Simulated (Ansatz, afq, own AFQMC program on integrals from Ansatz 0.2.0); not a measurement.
CH3⁺, singlet: AFQMC among the cluster methods

```xyz
4

C     0.0299    0.0534   -0.0002
H     1.1231    0.0673   -0.0004
H    -0.5287    0.9931   -0.0030
H    -0.9509   -1.6965    0.0054
```

Basis cc-pVDZ. Noble-gas cores (and the filled d shells of Ga–Kr and In–Xe) are frozen. AFQMC by an in-house program on the Cholesky factors that Ansatz 0.2.0 writes for its CCSD(T) run. ph-AFQMC/CISD is guided by a CISD state made of CCSD amplitudes; releasing the constraint for a short imaginary time cuts its bias at the price of noise, slowly where states lie close. Error bars are statistical, one sigma.

Determinant: RHF, the one that the program's search chose, which needn't be the lowest solution. The geometry is a point of a scan.

Full CI on the same integrals is exact in this basis and with this determinant's frozen core.

Cautions: restricted determinant unstable towards unrestricted (UHF 472 meV lower, ⟨S²⟩ 0.57); strong correlation (T1 0.024, weight of the determinant 0.89, largest double 0.24); the released energies move by 1.5 errors or more from one time to the next, so no released level is given (meV from the phaseless value at times in 1/Eh: -5.3 ± 2.4 at 0.24, -8.9 ± 1.8 at 0.51, -14.8 ± 2.2 at 0.99, -13.0 ± 1.8 at 1.62, -20.3 ± 2.3 at 2.40), though the last usable value meets full CI within the noise.

* T1 diagnostic: 0.0239
* weight of the determinant in the CISD state: 0.889
* size of the correlated space: 6 electrons in 28 orbitals

```tsv
level	correlation energy (eV)
MP2	-3.3149
CCSD	-4.2071
CCSD(T)	-4.3109
```

(1) Estimate where full CI lies against CCSD(T) on the same integrals.

(1) 0.93 mEh below CCSD(T).

Reference: full CI, correlation energy -4.336 eV.

```json
{"level": "CCSD(T)", "E − E(reference) (mEh)": "0.93", "share of correlation (%)": "99.42"}
{"level": "CCSDT", "E − E(reference) (mEh)": "0.26", "share of correlation (%)": "99.84"}
{"level": "CCSDT(Q)", "E − E(reference) (mEh)": "0.04", "share of correlation (%)": "99.98"}
{"level": "CCSDTQ", "E − E(reference) (mEh)": "0.01", "share of correlation (%)": "99.99"}
{"level": "ph-AFQMC/HF", "E − E(reference) (mEh)": "-0.24 ± 1.45", "share of correlation (%)": "100.15"}
{"level": "ph-AFQMC/CISD", "E − E(reference) (mEh)": "0.76 ± 0.10", "share of correlation (%)": "99.53"}
```

CCSDT and higher add their correlation energy to the determinant of the CCSD(T) run, since their own runs factorise the integrals more tightly (a shift of under 2 meV). A walk keeps the symmetry of its determinant, which the program's search chose and which needn't be the lowest solution, so a lower state of the same spin and another symmetry isn't excluded.
